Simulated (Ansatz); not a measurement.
Geometry optimisation, RKS PBE-D4/def2-SVP in Ansatz 0.2.0.

input.yaml

```yaml
crystal:
  periodic: [false, false, false]
  atoms:
    - { symbol: Al, position_ang: [0.0, 0.0, 0.0] }
    - { symbol: H, position_ang: [0.0, 0.0, 1.91] }
    - { symbol: H, position_ang: [1.351, 0.0, -0.78] }
    - { symbol: F, position_ang: [-1.4635, 0.0, -0.845] }
    - { symbol: O, position_ang: [0.0869, -1.972, 0.6559] }
    - { symbol: H, position_ang: [-0.4595, -2.5566, 0.0397] }
    - { symbol: H, position_ang: [0.0439, -0.9965, 1.8084] }
basis:
  gaussian: { orbitals: def2-SVP }
hamiltonian:
  xc: pbe
  dispersion: d4
relax:
  f_tol: 0.15
  max_steps: 25
  restrain:
    - { distance: [0, 4], at: 2.98, k: 30.0 }
    - { distance: [6, 1], at: 1.86, k: 30.0 }
    - { distance: [0, 1], at: 1.56, k: 30.0 }
    - { distance: [6, 4], at: 1.01, k: 30.0 }
```

Command:

```bash
$ ansatz run input.yaml --threads 1 --pin off --max-ram 2048MiB --backend cpu --events-out ev --progress --plain --runs-dir out
```

Task: Where does it end, and by what steps?

Result: The forces met the threshold. The restraints hold the end off the free minimum; the threshold counts their pulls, which the force column leaves out. Restrained pairs: Al1–O5 (2.08 → 2.96 Å), H2–H7 (1.00 → 1.87 Å), Al1–H2 (1.91 → 1.57 Å), O5–H7 (1.51 → 1.00 Å). After 9 steps the energy has fallen by 0.985 eV (the restraints' own energy left out); H6 moved furthest, 0.78 Å.

| step | energy less start (eV) | largest force component (eV/Å) | accepted |
| --- | --- | --- | --- |
| 0 | 0.0000 | 4.136 | yes |
| 1 | 0.4700 | 3.015 | yes |
| 2 | 0.1516 | 3.070 | yes |
| 3 | -0.3742 | 1.967 | yes |
| 4 | -0.5737 | 2.613 | yes |
| 5 | -0.7755 | 1.799 | yes |
| 6 | -0.9033 | 1.095 | yes |
| 7 | -0.9546 | 1.032 | yes |
| 8 | -0.9837 | 0.890 | yes |
| 9 | -0.9848 | 0.924 | yes |

```xyz
7
Properties=species:S:1:pos:R:3
Al 0.103 0.320 -0.084
H -0.042 0.145 1.474
H 1.417 0.733 -0.872
F -1.334 0.210 -0.955
O 0.156 -2.463 0.921
H -0.759 -2.752 0.735
H 0.018 -1.719 1.569
```

Run time: 28 s on 1 thread of Arm Neoverse N1, with other jobs on the host, peak memory 0.12 GiB.
